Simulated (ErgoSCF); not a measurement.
# BH3 (borane): an attempt with ErgoSCF

Wanted: a single-point energy of BH3 (borane).

Program for the calculation: ErgoSCF 3.8.

3 further runs of the same task are left out: 1 that didn't finish, 2 set aside as unsound or not needed.

## 1. The molecule

BH3: 4 atoms, total charge 0, spin state singlet. As SMILES, `B`. The shape is that of a PBE0-D4/def2-TZVP optimisation.

Bond lengths: B1–H2 1.193 Å, B1–H3 1.193 Å, B1–H4 1.193 Å. Angles: H2–B1–H3 120.0°, H2–B1–H4 120.0°, H3–B1–H4 120.0°.

## 2. The input as written

Contents of job.ego:

```
set_nthreads("env")
scf.output_mulliken_pop = 1
tmpdir = "."
XC.type = "GC2"
charge = 0
scf.max_number_of_iterations = 89
basis = "Turbomole-SV"
molecule_inline
B  0.02626719 -0.02853486 -0.00963760
H  1.85608900 0.72130846 1.07487622
H  -0.52194236 -2.21438107 0.08125822
H  -1.25553404 1.40765699 -1.18466931
run "B3LYP"
```

Started as:

```bash
ergo job.ego
```

Log:

```text
INMA ERGO version 3.8
INMA reading input from file job.ego
INMA  output_mulliken_pop := 1
INMA  type := GC2
INMA  charge := 0
INMA  max_number_of_iterations := 89
INMA  basis := Turbomole-SV
INMA Basis really set to Turbomole-SV
INMA B (charge=5.0) 0.026267 -0.028535 -0.009638
INMA H (charge=1.0) 1.856089 0.721308 1.074876
INMA H (charge=1.0) -0.521942 -2.214381 0.081258
INMA H (charge=1.0) -1.255534 1.407657 -1.184669
```

Standard output:

```text
line 13: syntax error
line 13: Aborted.
```

Run time: 0.02 s. Hardware: 1 thread of Arm Neoverse V1, shared host.

## 3. What went wrong

The program refused the input.

The log says `line 13: syntax error`. Cause: a block of the input isn't closed.
